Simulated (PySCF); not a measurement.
Compound: fulvene, C6H6.
Bonds: C1–C2 (double), C2–C3, C3–C4 (double), C4–C5, C5–C6 (double), C2–C6. Hydrogens: H7, H8 on C1; H9 on C3; H10 on C4; H11 on C5; H12 on C6.

All values: PBE0/pcSseg-1 (PySCF, non-relativistic), on one gas-phase PBE0-D3(BJ)/def2-SVP geometry that isn't relaxed in the solvent. The solvent is an IEF-PCM continuum (cavity from Bondi-type radii × 1.2). Specific hydrogen bonds and non-electrostatic terms are outside this model.

Gas phase at PBE0/pcSseg-1: HOMO -6.39 eV, LUMO -1.96 eV, dipole 0.69 D.

**Question.** What does the continuum do to the energy, the frontier levels and the dipole at PBE0/pcSseg-1 in methanol and acetonitrile?

**Answer.** 
```
     solvent      ε  E(solvent) − E(gas) (kcal/mol)  polarisation term (kcal/mol)  distortion of the solute (kcal/mol)  HOMO (eV)  LUMO (eV)  dipole (D)
    methanol  32.61                           -3.42                         -3.89                                 0.47      -6.50      -2.00        1.13
acetonitrile  35.69                           -3.44                         -3.91                                 0.47      -6.50      -2.00        1.13
```

Polarisation term: ½ Σ q·V over the induced surface charges. Distortion: the rise of the solute's own energy as its density leaves the gas-phase optimum. From methanol to acetonitrile the lowering changes by a factor 1.01, Onsager's factor (ε − 1)/(2ε + 1) by 1.00 and ε itself by 1.1.

**Question.** Which IAO charges (PBE0/pcSseg-1) respond most in acetonitrile (means over atoms taken as equivalent)?

**Answer.** 
| atoms | environment | gas (e) | solvent (e) | change |
| --- | --- | --- | --- | --- |
| C2 | fully substituted alkene carbon | +0.016 | -0.001 | -0.017 |
| C4/C5 | alkene CH carbon | -0.156 | -0.170 | -0.014 |
| H7/H8 | vinylic hydrogen | +0.157 | +0.170 | +0.013 |
| C3/C6 | alkene CH carbon | -0.186 | -0.198 | -0.012 |
| H9/H12 | vinylic hydrogen | +0.152 | +0.162 | +0.010 |
| H10/H11 | vinylic hydrogen | +0.152 | +0.161 | +0.009 |
| C1 | terminal =CH2 carbon | -0.255 | -0.248 | +0.007 |

The run took about 30 s of CPU time (one thread, shared machine). This is the whole shielding run at PBE0/pcSseg-1 in acetonitrile, SCF included.
